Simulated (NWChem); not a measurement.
**SiNH2F (SMILES N[Si]F): wB97X/LANL2DZ (core potential)**

Wanted: a geometry optimisation of SiNH2F. 

The results are computed with NWChem 7.3.0.

1 further run of the same task is left out (set aside as unsound or not needed).

## Step 1: The molecule

SiNH2F has 5 atoms, charge 0, and is taken as a singlet. SMILES: `N[Si]F`. Geometry: relaxed at PBE0-D4/def2-TZVP. This is one conformer, not always the lowest. The run starts from this shape.

Bond lengths: N1–Si2 1.702 Å, Si2–F3 1.622 Å, N1–H4 1.010 Å, N1–H5 1.008 Å. Angles: N1–Si2–F3 98.5°, Si2–N1–H4 125.0°, Si2–N1–H5 122.2°, H4–N1–H5 112.8°.

## Step 2: A geometry optimisation at wB97X/LANL2DZ (core potential)

Input file mymol.nw:

```
start mymol
title "FH2NSi wB97X"
memory total 2200 mb
charge 0
geometry units angstroms
 N     -0.421300     0.240100    -0.331100
 Si     0.136100    -1.133600     0.505100
 F      1.565400    -0.548800     1.001500
 H      0.085400     1.109600    -0.420900
 H     -1.315700     0.259100    -0.796000
end
basis spherical bse
 * library LANL2DZ
end
ecp bse
 Si library LANL2DZ
end
dft
 xc wb97x
 grid fine
 convergence energy 1e-08
 maxiter 100
 mulliken
 print low
end
driver
 tight
 maxiter 40
end
task dft optimize
```

Launch:

```
nwchem mymol.nw > mymol.out
```

What values should one expect? Wanted: total energy at the end.

**Answer.** As computed:

At wB97X/LANL2DZ (core potential):

```
               quantity          value
total energy at the end  -159.69169 Eh
```

At the final geometry: Bond lengths: N1–Si2 1.719 Å, Si2–F3 1.716 Å, N1–H4 1.016 Å, N1–H5 1.013 Å. Angles: N1–Si2–F3 95.3°, Si2–N1–H4 123.3°, Si2–N1–H5 123.1°, H4–N1–H5 113.6°. The optimisation took 9 steps and changed the energy by -0.123 eV.
